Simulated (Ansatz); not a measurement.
Mulliken charges of `F[SiH2][S]` radical from B3LYP/def2-TZVPP in Ansatz (PBE0-D4/def2-TZVP geometry).

```
atom   x (Å)   y (Å)   z (Å)  charge (e)
  F1  -0.324  -0.023   1.585      -0.315
 Si2   0.086  -0.081   0.045       0.605
  S3  -1.148   1.061  -1.211      -0.174
  H4  -0.023  -1.493  -0.391      -0.058
  H5   1.460   0.463  -0.069      -0.058
```

By hand: the dipole of these point charges (1 e Å = 4.8032 D).

Σ q r = (0.270, -0.167, -0.235) e Å, of length 0.395 e Å = 1.90 D.

How does the dipole of the full density compare? (Estimate.)

The calculation gave: (0.159, -0.096, -0.152) e Å, 1.15 D; the point charges give 1.65 times that, at 3° from its direction.

Point charges leave out the atoms' own dipoles, such as those of lone pairs, and Mulliken's split depends on the basis, so the two needn't agree.

B3LYP here is the variant with VWN-RPA as its local correlation; programs differ in this.
